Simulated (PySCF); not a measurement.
```xyz
6
charge 0 multiplicity 1, angstrom
P     0.1935   -0.0067   -0.0325
N     1.6516    0.0857   -0.2682
O    -0.9066    1.1356    0.2226
O    -0.7766   -1.2593    0.0485
H    -0.4850    2.0043    0.2080
H    -1.6974   -1.0221    0.2161
```

All numbers come from PBE0 in PySCF with P def2-TZVP, N def2-TZVP, O def2-TZVP, H def2-TZVP; no relativity; density-fitted integrals.

This geometry of PN(OH)₂ is a stationary point at this level.

Task: What is the point group?

Result: Cs.

Task: Is it a minimum?

Result: Yes: all harmonic wavenumbers are real.

Task: Which band is strongest in the infrared?

Result: 360 cm⁻¹ (a''), 197 km/mol.

Task: Give the ideal-gas entropy at 298.15 K and 1 bar by parts.

Result: translation 163.3, rotation 102.2, vibration 24.7, spin 0.0; total 290.3 J/(mol K).

Task: What is the atomisation energy, with and without zero-point energy?

Result: 2007 kJ/mol without, 1919 kJ/mol with.

This need not be the most stable arrangement of these atoms.
